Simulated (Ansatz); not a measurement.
Ansatz (a quantum-chemistry and plane-wave program) input (PBE0/pcseg-3): A basis named .json is the Basis Set Exchange file of that set (core-valence sets with the plain set on hydrogen).

Ansatz 0.2 input:
```yaml
crystal:
  periodic: [false, false, false]
  atoms:
    - {symbol: Cl, position_ang: [-0.00000000, -0.00000000, -0.07122178]}
    - {symbol: H, position_ang: [0.00000000, 0.00000000, 1.21077034]}
basis:
  gaussian:
    orbitals: pcseg-3.json
hamiltonian:
  xc: {name: PBE0}
magnetization: {spin_polarized: false}
```

Output:

```
Functional definition: PBE0
integrals: 0.02 GiB planned
441 factors; their error is unknown
mean field: 0.20 GiB planned
mean field evaluation 1: about -12535.4938 eV, gradient 9.4e0 eV
mean field evaluation 2: about -12535.5769 eV, gradient 8.6e0 eV
mean field evaluation 4: about -12535.7206 eV, gradient 3.3e-1 eV
mean field evaluation 8: about -12535.7286 eV, gradient 6.6e-4 eV
mean field -12535.72857495 eV, -460.6795281075 hartree, gradient 6.4e-5 eV, S^2 0.000000; 0 other end points of the search recorded, 0 dependent functions left out
reference -12535.72859442 eV, -460.6795288228 hartree; 9, 9 occupied and 88, 88 virtual orbitals, 441 factors
Total energy: -12535.72859442 eV, -460.6795288228 hartree
```
